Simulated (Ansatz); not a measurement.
# N₂H₄ (triplet): wave-function methods side by side at distance N1–H4 along a hydrogen transfer = 1.091 Å, cc-pVDZ

Aim: climb from Hartree-Fock through coupled cluster and multireference methods for N₂H₄ (triplet) at one geometry and basis, and see what each rung misses.

Computed with Ansatz 0.2.0, Gaussian basis. Level: cc-pVDZ, core rule «outside noble gas», up to 2 orbitals frozen.

To be run: UHF; CCSD(T) on ROHF; CCSD(T) on UHF; BCCD(T) on ROHF; CISD; CCSDT(Q) on ROHF; CCSDT(Q) on UHF; CASSCF and MRCISD+Q, 4 electrons in 4 orbitals; CASSCF and NEVPT2, 4 electrons in 4 orbitals; CASSCF and NEVPT2, 10 electrons in 10 orbitals.

8 further runs of the same task are left out: 7 that didn't finish, 1 set aside as unsound or not needed.

**1. What is computed**

The geometry derives from fragments relaxed apart (PBE0/def2-TZVP) and kept rigid, so it is no stationary point. A hydrogen atom is moved between rigid fragments.

6 atoms, charge 0, spin multiplicity 3.

Atoms are counted from 1 here; the program's logs count them from 0.

Bond lengths: N1–H2 1.012 Å, N1–H3 1.012 Å, N1–H4 1.091 Å, N5–H6 1.040 Å. Angles: H2–N1–H3 107.1°, H2–N1–H4 107.1°, H3–N1–H4 107.1°.

**2. UHF**

Contents of in.yaml:

```yaml
crystal:
  periodic: [false, false, false]
  atoms:
    - {symbol: N, position_ang: [-1.243704, 0.013798, -0.027687]}
    - {symbol: H, position_ang: [-1.540984, 0.981632, -0.027687]}
    - {symbol: H, position_ang: [-1.540984, -0.388500, 0.852572]}
    - {symbol: H, position_ang: [-0.152704, 0.013798, -0.027687]}
    - {symbol: N, position_ang: [1.359296, 0.013798, -0.027687]}
    - {symbol: H, position_ang: [1.628377, -0.990428, -0.027687]}
basis:
  gaussian: {orbitals: cc-pVDZ}
magnetization: {spin_polarized: true, initial_magnetization: 2}
hamiltonian: {xc: hf}
output: {orbitals: {seedname: orbitals}}
```

On the command line:

```bash
$ ansatz run in.yaml --threads 1 --pin off --events-out ev --progress --plain --max-ram 2393MiB
```

The runs that follow: CCSD(T) on ROHF; CCSD(T) on UHF; BCCD(T) on ROHF; CISD; CCSDT(Q) on ROHF; CCSDT(Q) on UHF; CASSCF and MRCISD+Q, 4 electrons in 4 orbitals; CASSCF and NEVPT2, 4 electrons in 4 orbitals; CASSCF and NEVPT2, 10 electrons in 10 orbitals.

**Question.** What will the summary of the whole plan be? Wanted: UCCSDT(Q) below the RHF energy; RMP2 from UCCSDT(Q); UMP2 from UCCSDT(Q); RCCSD from UCCSDT(Q); RCCSD(T) from UCCSDT(Q); UCCSD(T) from UCCSDT(Q); RCCSDT(Q) from UCCSDT(Q); NEVPT2 pair from UCCSDT(Q); MRCISD+Q pair from UCCSDT(Q).

As calculated:

```
                         quantity                                                   value
   UCCSDT(Q) below the RHF energy                                              -9.5755 eV
              RMP2 from UCCSDT(Q)                                             +1182.3 meV
              UMP2 from UCCSDT(Q)                                             +1177.4 meV
             RCCSD from UCCSDT(Q)                                              +219.5 meV
          RCCSD(T) from UCCSDT(Q)                                               +35.3 meV
          UCCSD(T) from UCCSDT(Q)                                               +34.0 meV
         RCCSDT(Q) from UCCSDT(Q)                                                +1.6 meV
       NEVPT2 pair from UCCSDT(Q)                                             +1128.4 meV
     MRCISD+Q pair from UCCSDT(Q)                                              +105.4 meV
    NEVPT2 valence from UCCSDT(Q)                                             +1274.5 meV
levels within 1 kcal/mol (43 meV)  RCCSD(T), UCCSD(T), BCCD(T), RCCSDT, UCCSDT, RCCSDT(Q)
                    T1 diagnostic                                                   0.021
   effectively unpaired electrons                                                    2.02
```

**Reading.** RCCSD(T) lands +35.3 meV from the yardstick (0.4 % of the correlation energy). One determinant dominates. Of the multireference levels listed MRCISD+Q pair comes nearest in total energy (+105.4 meV), which doesn't show that its space is the better one. These misses are within one basis, not against nature; the frozen cores of restricted and unrestricted runs differ, which can shift their rows.
